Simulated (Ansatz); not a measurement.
**How methods differ on CH5AlO (SMILES [CH3][AlH][OH])**

CH5AlO: 8 atoms, total charge 0, spin state singlet. As SMILES, `[CH3][AlH][OH]`. Geometry: optimised at PBE0/def2-SVP. This is one conformer, not always the lowest.

Quantity: the adiabatic ionisation energy (to the doublet cation, shapes relaxed at PBE0/def2-SVP, no zero-point term), in eV. The values are calculated.

| level | kind | program | value (eV) | CPU time (all runs) |
| --- | --- | --- | --- | --- |
| HF/def2-TZVP | Hartree–Fock | Ansatz | 8.46 | 3.5 s |
| PBE/def2-TZVP | GGA | Ansatz | 9.42 | 7.3 s |
| r2SCAN/def2-TZVP | meta-GGA | Ansatz | 9.40 | 14 s |
| B3LYP/def2-TZVP | global hybrid | Ansatz | 9.56 | 7.3 s |
| MP2/def2-TZVP | perturbation theory | Ansatz | 9.64 | 4.6 s |

The values span 8.46 to 9.64 eV. In so small a basis fixed costs decide the times, and correlated methods can beat functionals. CPU times are rough (shared hosts, several kinds of processor and program).
